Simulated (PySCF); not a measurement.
PySCF input file for acetylene (C2H2), SMILES C#C, TDDFT-B3LYP/def2-TZVPD. Geometry: ωB97X-D3(BJ)/def2-TZVPD.

```python
import numpy as np
from pyscf import gto, scf, dft, tdscf

mol = gto.M(
    atom='''
    C     0.00000000    0.00000000    0.59821255
    C     0.00000000    0.00000000   -0.59821255
    H     0.00000000    0.00000000    1.66436980
    H     0.00000000    0.00000000   -1.66436980
    ''',
    basis='def2-TZVPD',
    charge=0,
    spin=0,
    symmetry=True,
    symmetry_subgroup='D2h',
    max_memory=1600,
    verbose=4,
)
mf = dft.RKS(mol, xc='b3lyp').density_fit(auxbasis='def2-universal-jkfit')
mf.grids.level = 3
mf.conv_tol = 1e-9
mf.max_cycle = 100
mf.kernel()
mf.grids = dft.Grids(mol).set(level=1).build(with_non0tab=True)  # coarser grid for the response kernel
td = tdscf.TDDFT(mf)
td.singlet = True
td.nstates = 10
td.conv_tol = 1e-4
td.kernel(x0=td.get_init_guess(mf, 15))
td.analyze()
tt = tdscf.TDA(mf)
tt.singlet = False
tt.nstates = 4
tt.conv_tol = 1e-4
tt.kernel(x0=tt.get_init_guess(mf, 9))
tt.analyze(verbose=3)
```

Program output:

```
PySCF version 2.14.0

[INPUT] verbose = 4
[INPUT] num. atoms = 4
[INPUT] num. electrons = 14
[INPUT] charge = 0
[INPUT] spin (= nelec alpha-beta = 2S) = 0
[INPUT] symmetry True subgroup D2h
[INPUT] Mole.unit = angstrom
[INPUT] Symbol           X                Y                Z      unit          X                Y                Z       unit  Magmom
[INPUT]  1 C      0.000000000000   0.000000000000   0.598212550000 AA    0.000000000000   0.000000000000   1.130457883778 Bohr   0.0
[INPUT]  2 C      0.000000000000   0.000000000000  -0.598212550000 AA    0.000000000000   0.000000000000  -1.130457883778 Bohr   0.0
[INPUT]  3 H      0.000000000000   0.000000000000   1.664369800000 AA    0.000000000000   0.000000000000   3.145203091997 Bohr   0.0
[INPUT]  4 H      0.000000000000   0.000000000000  -1.664369800000 AA    0.000000000000   0.000000000000  -3.145203091997 Bohr   0.0

nuclear repulsion = 24.8443955037972
point group symmetry = Dooh, use subgroup D2h
symmetry origin: [0. 0. 0.]
symmetry axis x: [1. 0. 0.]
symmetry axis y: [0. 1. 0.]
symmetry axis z: [0. 0. 1.]
num. orbitals of irrep Ag = 22
num. orbitals of irrep B1g = 4
num. orbitals of irrep B2g = 10
num. orbitals of irrep B3g = 10
num. orbitals of irrep Au = 4
num. orbitals of irrep B1u = 22
num. orbitals of irrep B2u = 10
num. orbitals of irrep B3u = 10
number of shells = 36
number of NR pGTOs = 126
number of NR cGTOs = 92
basis = def2-TZVPD
ecp = {}


[settings echo left out]
init E= -77.4535955093686
HOMO (B2u) = -0.348115567433453  LUMO (B2g) = -0.0400048314535932  gap/eV = 8.38412
cycle= 1 E= -77.3335800540454  delta_E= 0.12  |g|= 0.349  |ddm|= 4.56
HOMO (B2u) = -0.229533368015835  LUMO (Ag) = 0.025832005178053  gap/eV = 6.94885
cycle= 2 E= -77.3313300697301  delta_E= 0.00225  |g|= 0.352  |ddm|= 1.32
HOMO (B2u) = -0.304632598219376  LUMO (B3g) = 0.0132735713986575  gap/eV = 8.65067
cycle= 3 E= -77.3648244347434  delta_E= -0.0335  |g|= 0.0146  |ddm|= 0.634
HOMO (B3u) = -0.300971490247731  LUMO (B2g) = 0.0165954411517761  gap/eV = 8.64144
cycle= 4 E= -77.3648813377976  delta_E= -5.69e-05  |g|= 0.00195  |ddm|= 0.168
HOMO (B2u) = -0.301204046565687  LUMO (B3g) = 0.016313149106654  gap/eV = 8.64008
cycle= 5 E= -77.3648821005124  delta_E= -7.63e-07  |g|= 4.98e-05  |ddm|= 0.00526
HOMO (B2u) = -0.301206266081919  LUMO (B2g) = 0.0163125809303753  gap/eV = 8.64013
cycle= 6 E= -77.3648821011392  delta_E= -6.27e-10  |g|= 5.39e-06  |ddm|= 0.00148
HOMO (B3u) = -0.301204100687695  LUMO (B2g) = 0.0163135616809955  gap/eV = 8.64010
Extra cycle  E= -77.3648821011432  delta_E= -4.04e-12  |g|= 4.45e-06  |ddm|= 3.37e-05
converged SCF energy = -77.3648821011432
tot grids = 15304


******** <class 'pyscf.tdscf.rks.TDDFT'> for <class 'pyscf.df.df_jk.DFSymAdaptedRKS'> ********
nstates = 10 singlet
deg_eia_thresh = 1.000e-03
wfnsym = None
conv_tol = 0.0001
eigh lindep = 1e-12
eigh level_shift = 0
eigh max_cycle = 100


Excitation energies (eV)
[6.74828502 6.92033572 6.92036668 7.72946827 7.72946828 8.01499364
 8.01499364 9.17408199 9.17408201 9.73812025]

** Singlet excitation energies and oscillator strengths **
Excited State   1:   Au      6.74829 eV    183.73 nm  f=0.0000
       6 -> 8        -0.49769
       7 -> 9         0.49769
Excited State   2:   Au      6.92034 eV    179.16 nm  f=0.0000
       6 -> 8         0.49853
       7 -> 9         0.49853
Excited State   3:  B1u      6.92037 eV    179.16 nm  f=0.0000
       6 -> 9        -0.49853
       7 -> 8         0.49853
Excited State   4:  B2u      7.72947 eV    160.40 nm  f=0.0874
       6 -> 10        0.70657
Excited State   5:  B3u      7.72947 eV    160.40 nm  f=0.0874
       7 -> 10        0.70657
Excited State   6:  B3g      8.01499 eV    154.69 nm  f=0.0000
       6 -> 11        0.70589
Excited State   7:  B2g      8.01499 eV    154.69 nm  f=0.0000
       7 -> 11        0.70589
Excited State   8:  B3u      9.17408 eV    135.15 nm  f=0.0485
       7 -> 12        0.70380
Excited State   9:  B2u      9.17408 eV    135.15 nm  f=0.0485
       6 -> 12        0.70380
Excited State  10:  B1u      9.73812 eV    127.32 nm  f=0.6839
       6 -> 9         0.46217
       6 -> 19        0.19223
       7 -> 8         0.46217
       7 -> 18        0.19223

** Transition electric dipole moments (AU) **
state          X           Y           Z        Dip. S.      Osc.
  1        -0.0000      0.0000      0.0000      0.0000      0.0000
  2        -0.0000     -0.0000     -0.0000      0.0000      0.0000
  3         0.0000      0.0000     -0.0000      0.0000      0.0000
  4        -0.0000     -0.6793      0.0000      0.4614      0.0874
  5        -0.6793     -0.0000     -0.0000      0.4614      0.0874
  6        -0.0000     -0.0000      0.0000      0.0000      0.0000
  7        -0.0000     -0.0000      0.0000      0.0000      0.0000
  8        -0.4647      0.0000      0.0000      0.2160      0.0485
  9         0.0000     -0.4647      0.0000      0.2160      0.0485
 10         0.0000     -0.0000     -1.6930      2.8664      0.6839

** Transition velocity dipole moments (imaginary part, AU) **
state          X           Y           Z        Dip. S.      Osc.
  1         0.0000     -0.0000     -0.0000      0.0000      0.0000
  2         0.0000     -0.0000      0.0000      0.0000      0.0000
  3        -0.0000      0.0000     -0.0000      0.0000      0.0000
  4        -0.0000     -0.2022     -0.0000      0.0409      0.0959
  5        -0.2022      0.0000      0.0000      0.0409      0.0959
  6        -0.0000     -0.0000     -0.0000      0.0000      0.0000
  7        -0.0000      0.0000     -0.0000      0.0000      0.0000
  8        -0.1600      0.0000      0.0000      0.0256      0.0506
  9        -0.0000     -0.1600     -0.0000      0.0256      0.0506
 10        -0.0000     -0.0000     -0.6044      0.3652      0.6804

** Transition magnetic dipole moments (imaginary part, AU) **
state          X           Y           Z
  1         0.0000     -0.0000      0.0000
  2        -0.0000      0.0000      0.0000
  3        -0.0000      0.0000      0.0000
  4         0.0000      0.0000     -0.0000
  5         0.0000     -0.0000     -0.0000
  6         0.0924      0.0000      0.0000
  7         0.0000     -0.0924      0.0000
  8        -0.0000     -0.0000      0.0000
  9         0.0000      0.0000     -0.0000
 10        -0.0000      0.0000     -0.0000


******** <class 'pyscf.tdscf.rks.TDA'> for <class 'pyscf.df.df_jk.DFSymAdaptedRKS'> ********
nstates = 4 triplet
deg_eia_thresh = 1.000e-03
wfnsym = None
conv_tol = 0.0001
eigh lindep = 1e-12
eigh level_shift = 0
eigh max_cycle = 100


Excitation energies (eV)
[5.49444616 5.98432193 5.98436381 6.76192326]

** Triplet excitation energies and oscillator strengths **
Excited State   1:  B1u      5.49445 eV    225.65 nm  f=0.0000
Excited State   2:   Au      5.98432 eV    207.18 nm  f=0.0000
Excited State   3:  B1u      5.98436 eV    207.18 nm  f=0.0000
Excited State   4:   Au      6.76192 eV    183.36 nm  f=0.0000
```

The run converged.
